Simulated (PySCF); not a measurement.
Compound: C4H6O (charge -1 and doublet state).
Cartesian coordinates in Å at the PBE0-D3(BJ)/def2-SVP level; atoms count from 1:
```xyz
11
C4H6O angstrom
O      2.6067   -0.7047    0.1716
C      1.4158   -0.7825   -0.2873
C      0.2289   -0.2743    0.4603
C     -0.4619    1.0705    0.1819
C     -1.1223   -0.2306   -0.1863
H      1.2124   -0.8201   -1.4047
H      0.2403   -0.5244    1.5360
H     -0.0402    1.6714   -0.6323
H     -0.9121    1.6562    1.0023
H     -1.1590   -0.5069   -1.2479
H     -2.0050   -0.5464    0.3834
```

The hyperfine couplings belong to this conformer and change with its torsions.

As a line formula: `C1CC1[CH][O-]` [radical] (charge -1).

Level of theory: UKS B3LYP, IGLO-III on C O, pcH-1 on H, non-relativistic, mean-field spin-orbit, GIAO (PySCF). Whether the extra electron is bound in the gas phase wasn't checked; a finite basis holds it in any case. The geometry's basis has no diffuse functions, a weakness for an anion. The SCF solution wasn't tested for stability.

(1) Predict the first-order ENDOR lines of H7, H6, H9/H11 and H8/H10 under fast tumbling at B = 338.3 mT (X band).

(2) Which pairs are centred on the nuclear Larmor frequency, and which on half the coupling?

## Answers

(1) ν± = |νn ± a/2|, one line for each electron-spin manifold; νn = |g_N| × 7.62259 MHz/T × B.

```csv
nuclei,isotope,g_N,νn (MHz),a_iso (MHz),lower line (MHz),upper line (MHz)
H7,1H,5.5857,14.40,22.96,2.93,25.88
H6,1H,5.5857,14.40,-22.74,3.03,25.77
H9/H11,1H,5.5857,14.40,4.63,12.09,16.72
H8/H10,1H,5.5857,14.40,-3.30,12.75,16.05
```

(2) Centred on νn, since |a| < 2νn: H7, H6, H9/H11 and H8/H10. No pair has |a| > 2νn.

Means are taken over nuclei equivalent by connectivity, which assumes that they swap fast. The 1H value of +4.6 MHz is a mean of couplings from -2.9 to 12.2 MHz in this one geometry, not an average over conformers.

The run took 68 s (with the writing of density and orbital grids) on an Arm Neoverse N1 with one thread, no GPU, shared host with 64 logical CPUs at a one-minute load of 59, and the process peaked at 0.66 GiB of memory.
